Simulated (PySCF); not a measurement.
Molfile (atoms numbered from 1):
```
C8H6N2
     RDKit          3D

 16 17  0  0  0  0  0  0  0  0999 V2000
   -2.0359    0.8376   -0.0018 C   0  0  0  0  0  0  0  0  0  0  0  0
   -2.1640   -0.5701   -0.0519 C   0  0  0  0  0  0  0  0  0  0  0  0
   -1.0476   -1.3768   -0.0772 C   0  0  0  0  0  0  0  0  0  0  0  0
    0.2375   -0.7891   -0.0529 C   0  0  0  0  0  0  0  0  0  0  0  0
    1.4570   -1.5201   -0.0760 C   0  0  0  0  0  0  0  0  0  0  0  0
    2.6440   -0.9733   -0.0547 N   0  0  0  0  0  0  0  0  0  0  0  0
    2.7659    0.3655   -0.0073 N   0  0  0  0  0  0  0  0  0  0  0  0
    1.6973    1.1180    0.0175 C   0  0  0  0  0  0  0  0  0  0  0  0
    0.3658    0.6195   -0.0029 C   0  0  0  0  0  0  0  0  0  0  0  0
   -0.7922    1.4295    0.0227 C   0  0  0  0  0  0  0  0  0  0  0  0
   -2.9356    1.4568    0.0173 H   0  0  0  0  0  0  0  0  0  0  0  0
   -3.1607   -1.0170   -0.0708 H   0  0  0  0  0  0  0  0  0  0  0  0
   -1.1411   -2.4650   -0.1160 H   0  0  0  0  0  0  0  0  0  0  0  0
    1.4361   -2.6157   -0.1143 H   0  0  0  0  0  0  0  0  0  0  0  0
    1.8748    2.1994    0.0563 H   0  0  0  0  0  0  0  0  0  0  0  0
   -0.6880    2.5167    0.0613 H   0  0  0  0  0  0  0  0  0  0  0  0
  1  2  1  0
  2  3  2  0
  3  4  1  0
  4  5  2  0
  5  6  1  0
  6  7  2  0
  7  8  1  0
  8  9  2  0
  9 10  1  0
 10  1  2  0
  9  4  1  0
  1 11  1  0
  2 12  1  0
  3 13  1  0
  5 14  1  0
  8 15  1  0
 10 16  1  0
M  END
```

PySCF calculation with shieldings: GIAO KT3/pcSseg-1, B3LYP/pcJ-1 coupling constants (without the spin–dipole term) and PBE0-D3(BJ)/def2-SVP geometry; averaged over atoms made equivalent by symmetry, fast rotation or ring inversion, in vacuum, one conformer, non-relativistic Hamiltonian.

Task: Predict the 2D correlation tables (HSQC, COSY, HMBC).

Result: 

HSQC (one-bond C–H):
```tsv
δH	δC	1J(C,H) (Hz)
9.19 (H14/H15)	140.8 (C5/C8)	190
7.69 (H11/H12)	124.9 (C1/C2)	169
7.60 (H13/H16)	120.2 (C3/C10)	170
```

COSY cross peaks (|J| ≥ 2 Hz):
```tsv
δH	δH	abs. J (Hz)	bonds
7.69 (H11/H12)	7.60 (H13/H16)	9.1	3
```

HMBC (two and three bonds, |J| ≥ 2.5 Hz):
```tsv
δH	δC [abs. J in Hz]
9.19 (H14/H15)	120.2 (C3/C10) [3.8], 116.0 (C4/C9) [9.0]
7.69 (H11/H12)	120.2 (C3/C10) [7.6], 116.0 (C4/C9) [8.4]
7.60 (H13/H16)	140.8 (C5/C8) [5.1], 124.9 (C1/C2) [8.6], 116.0 (C4/C9) [6.3]
```

References, each an isolated molecule treated in the same way: TMS for 1H (σref 31.32), 13C (σref 182.31).

Short H···H contacts in this conformer between protons four or more bonds apart (candidates for NOE cross peaks, intensity ∝ r⁻⁶): H13···H14 2.58 Å, H15···H16 2.58 Å.

Unscaled 3J(H,H) at this level run about 10 % above measured values. Shifts are as computed, not scaled to solution data. Of 1211 compounds with measured shifts, 218 miss one by over three times the rms of a fit or turn the order of signals round; such compounds aren't used in these exercises.
